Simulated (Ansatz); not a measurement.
Basis-set extrapolation for H$_{5}$NSi$_{2}$ (PBE0-D4/def2-TZVP geometry, frozen core, the Gaussian-basis code of Ansatz). Multiplicity 1, RHF reference.

```csv
,def2-TZVPP,def2-QZVPP
HF,-635.274486,-635.295476
MP2 correlation,-0.444274,-0.476206
CCSD(T) correlation,-0.506761,not run
```

Energies in hartree. Use E(X) = E(∞) + A·exp(−7.88·√X) for Hartree–Fock and E(X) = E(∞) + B·X^(−2.97) for correlation, with X = 3 and 4, and add CCSD(T) minus MP2 of the smaller set to the MP2 limit.

What is the CCSD(T) energy at the basis-set limit?

HF limit: -635.295476 + (-0.020990) × 0.13774 = -635.29837. MP2 limit: -0.476206 + (-0.031932) × 0.74074 = -0.49986. Higher-order term: -0.506761 − (-0.444274) = -0.06249. Total: -635.86072 hartree, 49.9 kcal/mol below CCSD(T)/def2-TZVPP.
